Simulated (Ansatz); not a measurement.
CCSD(T) forces

SiH₄SO (SMILES O[SiH2]S), singlet, displaced at random from a GFN2-xTB minimum.

| atom | x (Å) | y (Å) | z (Å) |
| --- | --- | --- | --- |
| O1 | -0.9057 | -0.6915 | -0.3721 |
| Si2 | -0.0756 | 0.5703 | 0.0018 |
| S3 | 1.7626 | -0.3184 | 0.6972 |
| H4 | -1.9194 | -0.5436 | -0.7880 |
| H5 | 0.3048 | 1.4088 | -1.1305 |
| H6 | -0.6364 | 1.2471 | 1.0155 |
| H7 | 1.3347 | -1.5737 | 0.5540 |

Program: Ansatz 0.2.0. Basis: def2-TZVPP. Cores are frozen in the correlated methods.

CCSD(T) forces from the calculation:
```tsv
atom	Fx	Fy	Fz (eV/Å)
O1	-6.797	-2.429	-3.011
Si2	3.862	0.391	-1.035
S3	0.316	0.264	0.133
H4	4.402	-0.631	1.815
H5	-0.170	0.433	-0.261
H6	-1.448	2.022	2.389
H7	-0.165	-0.051	-0.029
```

(1) Which atom feels the largest CCSD(T) force, and how large is it?

The T1 diagnostic stays at or below 0.012. These are differences at one structure, and CCSD(T) in triple zeta is itself an approximation.

Answers

(1) O1, 7.82 eV/Å, along (-0.87, -0.31, -0.38).

Root-mean-square difference of the force components from those of CCSD(T): PBE0-D4 0.111; wB97M-V 0.051; r2SCAN-D4 0.104; PBE-D4 0.201; r2SCAN0-D4 0.182; HSE06-D4 0.109 eV/Å.

For scale, one of the runs: CCSD(T)/def2-TZVPP forces, 171 basis functions (an equivalent command: `ansatz run in.yaml --threads 4`). Time: 73 s of wall clock on 4 CPU threads; the host was shared. Peak host memory: 2.6 GiB.
